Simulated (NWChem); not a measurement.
Species: N, quartet

Computed with NWChem. Spin-unrestricted. No stability test was run on the SCF state.

Question: What does the run give for PBE/aug-pcseg-1? Quantities: highest occupied level (eV); lowest empty minus highest occupied level, either spin (eV).

Answer: The highest occupied level (eV) comes out as -8.34. The lowest empty minus highest occupied level, either spin (eV) is 4.16.
